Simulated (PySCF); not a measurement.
## Where the electron goes

Species: cyclopropenone, C3H2O.
SMILES with atom numbers: `[O:1]=[c:2]1[cH:3][cH:4]1` (hydrogens: H5 on C3; H6 on C4)

Structure used (PBE0-D3(BJ)/def2-TZVP), in Å, numbered top down from 1:
```
atom  x, y, z in Å
O1     1.7931    0.9859    0.0627
C2     0.7468    0.4070    0.0215
C3    -0.0273   -0.7872   -0.0192
C4    -0.6757    0.3838   -0.0243
H5    -0.1580   -1.8618   -0.0374
H6    -1.6556    0.8437   -0.0492
```

Computed with PySCF 2.14.0, density-fitted response routines, TDDFT CAM-B3LYP/aug-cc-pVTZ, vertical, gas phase, core orbitals frozen in the response. Isolated species at its PBE0-D3(BJ)/def2-TZVP geometry, gas phase.

Kohn–Sham orbitals with the atoms that hold most of them (Löwdin shares over 4%, at most four atoms; ? is withheld):

```json
{"orbital": "LUMO+2", "ε (eV)": "0.49", "atoms": "H5 36%, H6 36%, C4 12%, C3 12%"}
{"orbital": "LUMO+1", "ε (eV)": "0.12", "atoms": "H6 42%, H5 42%, C4 7%, C3 7%"}
{"orbital": "LUMO", "ε (eV)": "-0.16", "atoms": "?"}
{"orbital": "HOMO", "ε (eV)": "?", "atoms": "?"}
{"orbital": "HOMO-1", "ε (eV)": "-10.09", "atoms": "O1 42%, C4 19%, C3 19%, C2 14%"}
{"orbital": "HOMO-2", "ε (eV)": "-12.63", "atoms": "C3 27%, C4 26%, O1 25%, C2 14%"}
{"orbital": "HOMO-3", "ε (eV)": "-13.71", "atoms": "C2 32%, O1 30%, C4 15%, C3 15%"}
```

(1) Give the leading atoms of the LUMO.

(2) Give the leading atoms of the HOMO.

(3) What is the HOMO energy, and the HOMO–LUMO gap?

Answers

(1) C3 (bonded to 2 C and H) 36%; C4 (bonded to 2 C and H) 36%; C2 (bonded to 2 C and O) 10%; H5 (bonded to C) 9%. By element: carbon 82%, hydrogen 9% or more.

(2) O1 (bonded to C) 52%; C2 (bonded to 2 C and O) 18%; C3 (bonded to 2 C and H) 13%; C4 (bonded to 2 C and H) 12%. By element: oxygen 52%, carbon 43%.

(3) ε(HOMO) = -8.46 eV; the gap is 8.31 eV (0.3053 hartree).

Problem. The HOMO–LUMO gap is 8.31 eV. Where does the response calculation put the lowest singlet, and from which orbitals?

Solution. S1 is at 4.40 eV (f = 0.0001), 3.91 eV below the gap, made of HOMO→LUMO (96%). 

Problem. Give energy, strength and leading configuration of S1, S3, S4 and S8, and follow the Löwdin shares of the leading atoms from the occupied to the empty orbital.

Solution. 
- S1 (4.40 eV, f 0.0001), HOMO→LUMO (96%): O1 52% → at most 9%, C2 18% → 10%, C3 13% → 36%, C4 12% → 36%
- S3 (6.24 eV, f 0.0072), HOMO→LUMO+1 (77%): O1 52% → at most 3%, C2 18% → at most 3%, H6 at most 6% → 42%, H5 at most 6% → 42%
- S4 (6.67 eV, f 0.030), HOMO-1→LUMO (74%): O1 42% → at most 9%, C4 19% → 36%, C3 19% → 36%
- S8 (7.72 eV, f 0.0000), HOMO-2→LUMO (90%): C3 27% → 36%, C4 26% → 36%

Löwdin shares depend on the basis, the more so with diffuse functions.

Hardware: an Arm Neoverse N1 with one thread, shared host with 64 logical CPUs at a one-minute load of 53. Cost: 26 s, 0.78 GiB resident at most.
